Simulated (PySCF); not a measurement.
# Frontier orbitals and the lowest excitations

Species: cyclopentane, C5H10.
Structure used (PBE0-D3(BJ)/def2-TZVP), in Å, numbered top down from 1:
```
atom  x, y, z in Å
C1     0.3360    0.4947    1.1262
C2     1.1690   -0.4495    0.2653
C3     0.1662   -1.0521   -0.7326
C4    -1.0373   -0.0827   -0.7594
C5    -0.6300    1.1049    0.1178
H6    -0.2220   -0.0725    1.8797
H7     0.9387    1.2372    1.6539
H8     1.6989   -1.2090    0.8436
H9     1.9264    0.1316   -0.2706
H10   -0.1524   -2.0450   -0.4076
H11    0.6137   -1.1777   -1.7204
H12   -1.9197   -0.5689   -0.3350
H13   -1.3053    0.2242   -1.7720
H14   -0.1019    1.8546   -0.4810
H15   -1.4853    1.6026    0.5799
```

Level of theory: TDDFT CAM-B3LYP/aug-cc-pVTZ, vertical, gas phase, core orbitals frozen in the response (PySCF 2.14.0, density-fitted response routines). Geometry: PBE0-D3(BJ)/def2-TZVP, one conformer, isolated molecule.

Frontier orbitals with the atoms that hold most of them (Löwdin shares over 4%, at most four atoms; ? is withheld):

```json
{"orbital": "LUMO+2", "ε (eV)": "0.67", "atoms": "H8 24%, H15 19%, H13 11%, H9 7%"}
{"orbital": "LUMO+1", "ε (eV)": "0.60", "atoms": "H6 12%, H14 11%, H9 10%, C3 8%"}
{"orbital": "LUMO", "ε (eV)": "0.28", "atoms": "H7 10%, H15 10%, H8 10%, H13 9%"}
{"orbital": "HOMO", "ε (eV)": "?", "atoms": "?"}
{"orbital": "HOMO-1", "ε (eV)": "-10.43", "atoms": "?"}
{"orbital": "HOMO-2", "ε (eV)": "-10.68", "atoms": "C1 20%, C5 18%, C2 16%, C4 12%"}
{"orbital": "HOMO-3", "ε (eV)": "-10.77", "atoms": "C3 24%, C4 22%, C2 13%, C5 10%"}
```

Problem. Give the leading atoms of the HOMO-1.

Solution. C1 (bonded to 2 C and 2 H) 23%; C5 (bonded to 2 C and 2 H) 19%; C2 (bonded to 2 C and 2 H) 13%; H6 (bonded to C) 11%. By element: carbon 56% or more, hydrogen 11% or more.

Problem. Which atoms hold the HOMO, and with what shares?

Solution. C3 (bonded to 2 C and 2 H) 22%; C4 (bonded to 2 C and 2 H) 19%; C2 (bonded to 2 C and 2 H) 12%; H10 (bonded to C) 8%. By element: carbon 54% or more, hydrogen 8% or more.

Problem. What is the HOMO energy, and the HOMO–LUMO gap?

Solution. ε(HOMO) = -10.14 eV; the gap is 10.42 eV (0.3831 hartree).

Problem. How does S1 compare with the orbital gap of 10.42 eV?

Solution. S1 is at 7.86 eV (f = 0.0000), 2.56 eV below the gap, made of HOMO→LUMO (80%). Without the coupling terms of the response equations the lowest excitation would equal the gap.

Problem. One configuration dominates each of S1, S2, S3 and S4. Which, and how do the shares of the two leading atoms of either orbital change from the occupied to the empty one?

Solution. 
- S1 (7.86 eV, f 0.0000), HOMO→LUMO (80%): C3 22% → at most 10%, C4 19% → at most 10%, H7 at most 8% → 10%, H15 at most 8% → 10%
- S2 (8.15 eV, f 0.0001), HOMO-1→LUMO (74%): C1 23% → at most 10%, C5 19% → at most 10%, H7 at most 11% → 10%, H15 at most 11% → 10%
- S3 (8.36 eV, f 0.0028), HOMO→LUMO+1 (80%): C3 22% → 8%, C4 19% → at most 9%, H6 at most 8% → 12%, H14 at most 8% → 11%
- S4 (8.45 eV, f 0.0001), HOMO-2→LUMO (78%): C1 20% → at most 10%, C5 18% → at most 10%, H7 at most 12% → 10%, H15 at most 12% → 10%

Orbitals of the list HOMO-3 to LUMO+2 that lie within 0.01 eV of each other are written together with a slash and their weights summed (≥ marks a lower bound); for degenerate orbitals outside that list single weights are arbitrary.

Löwdin shares depend on the basis, the more so with diffuse functions.

On AMD EPYC 7B13, 2 threads, on a shared host, this took 52 s wall, 2.0 min CPU and 2.4 GiB of memory at its peak.

Without π bonds the low states are Rydberg-like; a valence basis with one diffuse set may place them up to an eV too high.
